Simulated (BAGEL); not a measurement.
**A workflow on C2H3F3 (1,1,1-trifluoroethane)**

Aim: the energy (HF/x2c-SVPall), then a single-point energy (NEVPT2(2,2)/x2c-SVPall) of C2H3F3 (1,1,1-trifluoroethane). 

The results are computed with BAGEL 1.2.2.

4 further runs of the same task are left out: 1 that didn't finish, 3 set aside as unsound or not needed.

### Step 1. Starting point

C2H3F3: 8 atoms, total charge 0, spin state singlet. As SMILES, `CC(F)(F)F`. One bond was lengthened or shortened from a relaxed shape.

Bond lengths: C1–C2 1.497 Å, C2–F3 1.341 Å, C2–F4 1.341 Å, C2–F5 1.341 Å, C1–H6 1.089 Å, C1–H7 0.926 Å, C1–H8 1.089 Å. Some angles: C1–C2–F3 111.8°, C1–C2–F4 111.8°, C1–C2–F5 111.8°, F3–C2–F4 107.1°, F3–C2–F5 107.1°, F4–C2–F5 107.1°, C2–C1–H6 109.3°, C2–C1–H7 109.3°, C2–C1–H8 109.3°, H6–C1–H7 109.7°.

### Step 2. A single-point energy at HF/x2c-SVPall (DKH2, density fitting with qzvpp-jkfit) (run 1)

The input, calc.json:

```json
{ "bagel": [

{
  "title": "molecule",
  "basis": "x2c-svpall.json",
  "df_basis": "qzvpp-jkfit",
  "dkh": true,
  "finite_nucleus": true,
  "geometry": [
    { "atom": "C", "xyz": [    -1.19769330,    -0.57160625,     0.93060886 ] },
    { "atom": "C", "xyz": [     1.01895544,    -0.09652910,    -0.76107397 ] },
    { "atom": "F", "xyz": [     3.16417254,    -1.02608538,     0.21704827 ] },
    { "atom": "F", "xyz": [     0.71206392,    -1.17008251,    -3.03630422 ] },
    { "atom": "F", "xyz": [     1.39047560,     2.37976801,    -1.15073550 ] },
    { "atom": "H", "xyz": [    -0.86925890,     0.33036003,     2.75117101 ] },
    { "atom": "H", "xyz": [    -1.39461788,    -2.29526135,     1.15500061 ] },
    { "atom": "H", "xyz": [    -2.89315558,     0.21187420,     0.06605916 ] }
  ]
},

{ "title": "hf" },

{ "title": "print", "file": "orbitals.molden", "orbitals": true }

]}
```

The basis set x2c-SVPall is read from a file made from the Basis Set Exchange's data (not shown).

Command:

```bash
$ BAGEL_NUM_THREADS=1 BAGEL calc.json > calc.out
```

The log of the run:

```text
* using 1 threads per process

  ===============================================================
  ===============================================================

  *** Geometry ***

  { "atom" : "C", "xyz" : [     -1.197693,     -0.571606,      0.930609 ] },
  { "atom" : "C", "xyz" : [      1.018955,     -0.096529,     -0.761074 ] },
  { "atom" : "F", "xyz" : [      3.164173,     -1.026085,      0.217048 ] },
  { "atom" : "F", "xyz" : [      0.712064,     -1.170083,     -3.036304 ] },
  { "atom" : "F", "xyz" : [      1.390476,      2.379768,     -1.150735 ] },
  { "atom" : "H", "xyz" : [     -0.869259,      0.330360,      2.751171 ] },
  { "atom" : "H", "xyz" : [     -1.394618,     -2.295261,      1.155001 ] },
  { "atom" : "H", "xyz" : [     -2.893156,      0.211874,      0.066059 ] },

  Number of auxiliary basis functions:      435

  Since a DF basis is specified, we compute 2- and 3-index integrals:
    o Being stored without compression. Storage requirement is 0.025 GB

  Number of basis functions:       85
  Number of electrons      :       42

    * METHOD: MOLECULE                             0.19

  *** RHF ***

  === Nuclear Repulsion ===
   202.9314136074

      * DIIS with orbital gradients will be used.

  === RHF iteration (x2c-svpall.json) ===
      0       -374.83448715          0.02172487           0.06
      1       -375.01774277          0.01291762           0.05
      2       -375.08862400          0.00155802           0.05
      3       -375.09024948          0.00047188           0.05
      4       -375.09037995          0.00006444           0.05
      5       -375.09038429          0.00001240           0.05
      6       -375.09038447          0.00000439           0.05
      7       -375.09038449          0.00000126           0.05
      8       -375.09038449          0.00000046           0.05
      9       -375.09038449          0.00000014           0.05
     10       -375.09038449          0.00000002           0.05
     11       -375.09038449          0.00000001           0.05
    * SCF iteration converged.

    * Permanent dipole moment:
           (    0.798580,     0.178050,    -0.609932) a.u.

    * METHOD: HF                                   0.81

    * METHOD: PRINT                                0.03

  ===============================================================
```

Wall time 1.2 s (1 thread of AMD EPYC 7B13 (Zen 3), shared host).

### Step 3. A single-point energy at NEVPT2(2,2)/x2c-SVPall (DKH2, density fitting with qzvpp-jkfit, 2 states averaged) (run 2)

The input, job.json:

```json
{ "bagel": [

{
  "title": "molecule",
  "basis": "x2c-svpall.json",
  "df_basis": "qzvpp-jkfit",
  "dkh": "true",
  "finite_nucleus": "true",
  "geometry": [
    { "atom": "C", "xyz": [    -1.19769330,    -0.57160625,     0.93060886 ] },
    { "atom": "C", "xyz": [     1.01895544,    -0.09652910,    -0.76107397 ] },
    { "atom": "F", "xyz": [     3.16417254,    -1.02608538,     0.21704827 ] },
    { "atom": "F", "xyz": [     0.71206392,    -1.17008251,    -3.03630422 ] },
    { "atom": "F", "xyz": [     1.39047560,     2.37976801,    -1.15073550 ] },
    { "atom": "H", "xyz": [    -0.86925890,     0.33036003,     2.75117101 ] },
    { "atom": "H", "xyz": [    -1.39461788,    -2.29526135,     1.15500061 ] },
    { "atom": "H", "xyz": [    -2.89315558,     0.21187420,     0.06605916 ] }
  ]
},

{
  "title": "hf"
},

{
  "title": "casscf",
  "nstate": 2,
  "nact": 2,
  "nclosed": 20,
  "active": [19, 24],
  "maxiter": 200,
  "natocc": "true"
},

{
  "title": "nevpt2",
  "nstate": 2,
  "nact": 2,
  "nclosed": 20,
  "active": [19, 24],
  "maxiter": 200,
  "natocc": "true",
  "ncore": 5
}

]}
```

The basis set x2c-SVPall is read from a file made from the Basis Set Exchange's data (not shown).

Command:

```bash
$ BAGEL_NUM_THREADS=1 BAGEL job.json > job.out
```

The log of the run:

```text
* using 1 threads per process

  ===============================================================
  ===============================================================

  *** Geometry ***

  { "atom" : "C", "xyz" : [     -1.197693,     -0.571606,      0.930609 ] },
  { "atom" : "C", "xyz" : [      1.018955,     -0.096529,     -0.761074 ] },
  { "atom" : "F", "xyz" : [      3.164173,     -1.026085,      0.217048 ] },
  { "atom" : "F", "xyz" : [      0.712064,     -1.170083,     -3.036304 ] },
  { "atom" : "F", "xyz" : [      1.390476,      2.379768,     -1.150735 ] },
  { "atom" : "H", "xyz" : [     -0.869259,      0.330360,      2.751171 ] },
  { "atom" : "H", "xyz" : [     -1.394618,     -2.295261,      1.155001 ] },
  { "atom" : "H", "xyz" : [     -2.893156,      0.211874,      0.066059 ] },

  Number of auxiliary basis functions:      435

  Since a DF basis is specified, we compute 2- and 3-index integrals:
    o Being stored without compression. Storage requirement is 0.025 GB

  Number of basis functions:       85
  Number of electrons      :       42

    * METHOD: MOLECULE                             0.22

  *** RHF ***

  === Nuclear Repulsion ===
   202.9314136074

      * DIIS with orbital gradients will be used.

  === RHF iteration (x2c-svpall.json) ===
      0       -374.83448715          0.02172487           0.05
      1       -375.01774277          0.01291762           0.05
      2       -375.08862400          0.00155802           0.05
      3       -375.09024948          0.00047188           0.05
      4       -375.09037995          0.00006444           0.06
      5       -375.09038429          0.00001240           0.05
      6       -375.09038447          0.00000439           0.05
      7       -375.09038449          0.00000126           0.05
      8       -375.09038449          0.00000046           0.05
      9       -375.09038449          0.00000014           0.05
     10       -375.09038449          0.00000002           0.05
     11       -375.09038449          0.00000001           0.05
    * SCF iteration converged.

    * Permanent dipole moment:
           (    0.798580,     0.178050,    -0.609932) a.u.

    * METHOD: HF                                   0.81

  ---------------------------
      CASSCF calculation
  ---------------------------

    ==== Active orbitals : =====
         Orbital 19
         Orbital 24
    ============================

    * nstate   :      2
    * nclosed  :     20
    * nact     :      2
    * nvirt    :     63
  === CASSCF iteration (x2c-svpall.json) ===

    * Using the second-order algorithm

      0  0      -375.09083836     6.44e-03      0.02
      0  1      -374.45239050     0.00e+00      0.02

      1  0      -375.08726522     1.06e-03      0.31
      1  1      -374.47322052     0.00e+00      0.31

      2  0      -375.08597959     9.37e-04      0.30
      2  1      -374.48989772     0.00e+00      0.30

      3  0      -375.08169724     4.19e-03      0.31
      3  1      -374.55608761     0.00e+00      0.31

      4  0      -375.08464626     1.44e-03      0.40
      4  1      -374.56844958     0.00e+00      0.40

      5  0      -375.08320063     1.72e-03      0.39
      5  1      -374.57804892     0.00e+00      0.39

      6  0      -375.08156255     4.41e-04      0.38
      6  1      -374.58288539     0.00e+00      0.38

      7  0      -375.08212194     9.49e-06      0.43
      7  1      -374.58245596     0.00e+00      0.43

      8  0      -375.08214937     8.03e-07      0.36
      8  1      -374.58242880     0.00e+00      0.36

      9  0      -375.08215045     6.83e-08      0.41
      9  1      -374.58242772     0.00e+00      0.41

     10  0      -375.08215053     5.71e-09      0.34
     10  1      -374.58242764     0.00e+00      0.34

    * Second-order optimization converged. *

     guess   0:   closed 1.                   open ..
     guess   1:   closed ..                   open 11

  === FCI iteration ===

      0  0      -375.08208243     4.50e-03      0.00
      0  1      -374.58242754     1.35e-04      0.00

      1  0 *    -375.08215053     3.66e-15      0.00
      1  1 *    -374.58242764     4.78e-16      0.00

     * ci vector, state   0, <S^2> = 0.0000
       2.     0.9986394233

     * ci vector, state   1, <S^2> = 0.0000
       ba     0.7061649556
       ab     0.7061649556
       2.     0.0515941704

    * METHOD: CASSCF                               3.91

    * freezing 5 orbitals

  === DF-NEVPT2 calculation ===

    * 3-index integral transformation done
    * assembly done

      NEVPT2 state 0 correlation energy:   -0.8344641614      0.21

          (+0)     -0.7020524370
          (+0)'    -0.0124310306
          (+1)     -0.0105359187
          (+1)'    -0.0005038265
          (+2)     -0.0005248923
          (-1)     -0.0968533869
          (-1)'    -0.0015165144
          (-2)     -0.0100461548

      NEVPT2 state 0 total energy:       -375.9166146958

    * METHOD: NEVPT2                               0.33

  ===============================================================
```

Wall time 5.7 s (1 thread of AMD EPYC 7B13 (Zen 3), shared host).

### Step 4. What came out

| quantity | value |
| --- | --- |
| run 1, HF/x2c-SVPall: total energy | -375.09038 Eh |
| run 1, HF/x2c-SVPall: dipole moment | 2.59 D |
| run 1, HF/x2c-SVPall: HOMO energy | -15.51 eV |
| run 1, HF/x2c-SVPall: LUMO energy | 4.96 eV |
| run 1, HF/x2c-SVPall: HOMO–LUMO gap | 20.47 eV |
| run 2, NEVPT2(2,2)/x2c-SVPall: energy of root 0 | -375.91661 Eh |
